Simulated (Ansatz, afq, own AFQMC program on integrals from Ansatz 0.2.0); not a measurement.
SiP, quartet in 6-31G, levels against full CI

```json
{"atom": "Si", "x (Å)": "0.0000", "y (Å)": "0.0000", "z (Å)": "0.0000"}
{"atom": "P", "x (Å)": "0.0000", "y (Å)": "0.0000", "z (Å)": "4.3480"}
```

Basis 6-31G. Only valence electrons are correlated. Ansatz 0.2.0 and our own AFQMC program on the same integrals; the CISD trial comes from CCSD amplitudes, and released means the phaseless constraint is let go. Error bars are statistical, one sigma.

Determinant: UHF, the one that the program's search chose, which needn't be the lowest solution. The geometry is a point of a scan.

Full CI on the same integrals is exact in this basis and with this determinant's frozen core.

Cautions: lower spins were not checked; strong correlation (T1 0.011, weight of the determinant 0.61, largest double 0.69); unrestricted determinant spin contaminated (⟨S²⟩ 4.73 against 3.75); CCSD(T) is in doubt: among natural orbitals it converges to other amplitudes; the CCSDT(Q) amplitudes may be one of several solutions (largest double 0.82); the CCSDTQ amplitudes may be one of several solutions (largest double 0.82); the released energies are still falling, so no released level is given (meV from the phaseless value at times in 1/Eh: -2.5 ± 2.4 at 0.24, -6.1 ± 1.6 at 0.51, -11.2 ± 1.6 at 0.99, -12 ± 4 at 1.62, -15.2 ± 2.0 at 2.40); the next higher spin lies close (within 5 meV by full CI).

```
T1 diagnostic                               : 0.0110
weight of the determinant in the CISD state : 0.610
⟨S²⟩ of the determinant                     : 4.726
size of the correlated space                : 9 electrons in 16 orbitals
```

Reference: full CI, correlation energy -1.628 eV. The cautions show a poor starting determinant, so the rows tell how each method copes with it here, and full CI is the sure value.

| level | E − E(reference) (kJ/mol) | share of correlation (%) |
| --- | --- | --- |
| HF | 157.0 | 0.00 |
| MP2 | 84.2 | 46.37 |
| CCSD | 11.3 | 92.78 |
| CCSD(T) | 3.4 | 97.81 |
| CCSDT | 0.4 | 99.77 |
| CCSDT(Q) | -0.2 | 100.12 |
| CCSDTQ | 0.0 | 100.00 |
| ph-AFQMC/CISD | 6.3 ± 0.2 | 96.00 |

CCSDT and higher add their correlation energy to the determinant of the CCSD(T) run, since their own runs factorise the integrals more tightly (a shift of under 2 meV).
